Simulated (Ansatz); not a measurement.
The input, for Ansatz 0.2.0:

```yaml
crystal:
  periodic: [false, false, false]
  atoms:
    - {symbol: Al, position_ang: [0.000000, 0.000000, 1.254500]}
    - {symbol: Al, position_ang: [0.000000, 0.000000, -1.254500]}
    - {symbol: H, position_ang: [0.000000, 0.000000, 2.829043]}
    - {symbol: H, position_ang: [0.000000, 0.000000, -2.829043]}
basis:
  gaussian: {orbitals: 6-31G}
magnetization: {spin_polarized: false, initial_magnetization: 2}
correlation: {method: fci, electrons: outside_noble_gas}
```

```sh
$ ansatz run in.yaml --threads 1 --pin off --events-out ev --progress --plain --max-ram 2393MiB
```

**Question.** Roughly how long does this take on 1 thread of Arm Neoverse N1, shared host, and how much host memory?

**Answer.** 1.8 min wall and 0.37 GiB.

```
593 factors; integrals over basis functions are off by at most 5.1e-8 eV
mean field evaluation 1: about -13192.7003 eV, gradient 8.2e0 eV
mean field evaluation 2: about -13192.7096 eV, gradient 8.2e0 eV
mean field evaluation 4: about -13193.3761 eV, gradient 3.6e-1 eV
mean field evaluation 8: about -13193.3779 eV, gradient 2.2e-4 eV
mean field evaluation 16: about -13193.2557 eV, gradient 8.3e-1 eV
mean field -13193.37792203 eV, -484.8476958418 hartree, gradient 3.0e-6 eV, S^2 2.000000; 4 other end points of the search recorded, 0 dependent functions left out
mean field evaluation 32: about -13193.4682 eV, gradient 1.2e-1 eV
10 core orbitals not correlated: weight in the atoms' cores, before any rotation towards them, 1.000 or more for the frozen orbitals, at most 0.000 for the correlated occupied ones
reference -13193.37792203 eV, -484.8476958418 hartree; 5, 3 occupied and 15, 17 virtual orbitals, 593 factors
state -13195.88808425 eV, -484.9399426018 hartree
Total energy: -13195.88808425 eV, -484.9399426018 hartree
```

Natural occupations: 1.9567 1.9481 1.9312 0.9640 0.9640 0.0822 0.0409 0.0409 0.0317 0.0124 0.0072 0.0048 0.0043 0.0037 0.0037 0.0014 0.0011 0.0011 0.0004 0.0001.
